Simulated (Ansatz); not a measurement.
Relaxation of C₃H₅N (9 atoms, charge 0, multiplicity 1), to a largest force component of 0.02 eV/Å in at most 50 steps.

All numbers below come from Ansatz, RKS r2SCANh-D4/6-31G*.

```xyz
9
Properties=species:S:1:pos:R:3
C -0.603 0.585 -2.058
C -0.017 0.415 -1.078
N 0.739 0.164 0.117
C 0.164 -0.606 1.145
H -1.211 0.808 -2.973
H 1.191 1.018 0.525
H 0.801 -0.810 1.983
H -0.203 -1.563 0.740
H -0.773 -0.057 1.581
```

Problem. Where does it end, and by what steps?

Solution. The forces met the threshold. After 7 steps the energy has fallen by 0.629 eV; H5 moved furthest, 0.08 Å. The start is strongly strained (largest force component 9 eV/Å).

| step | energy less start (eV) | largest force component (eV/Å) | accepted |
| --- | --- | --- | --- |
| 0 | 0.0000 | 8.846 | yes |
| 1 | -0.5740 | 1.313 | yes |
| 2 | -0.6234 | 0.299 | yes |
| 3 | -0.6274 | 0.136 | yes |
| 4 | -0.6282 | 0.036 | yes |
| 5 | -0.6283 | 0.033 | yes |
| 6 | -0.6284 | 0.030 | yes |
| 7 | -0.6285 | 0.011 | yes |

```xyz
9
Properties=species:S:1:pos:R:3
C -0.618 0.597 -2.029
C 0.017 0.437 -1.010
N 0.733 0.197 0.104
C 0.091 -0.597 1.149
H -1.166 0.758 -2.927
H 1.220 1.012 0.456
H 0.822 -0.793 1.936
H -0.220 -1.551 0.719
H -0.790 -0.106 1.585
```

Whether the end is a true minimum wasn't checked by a vibrational analysis.

Run time: 16 s on 2 threads of Arm Neoverse V1, on a shared host, peak memory 0.15 GiB.
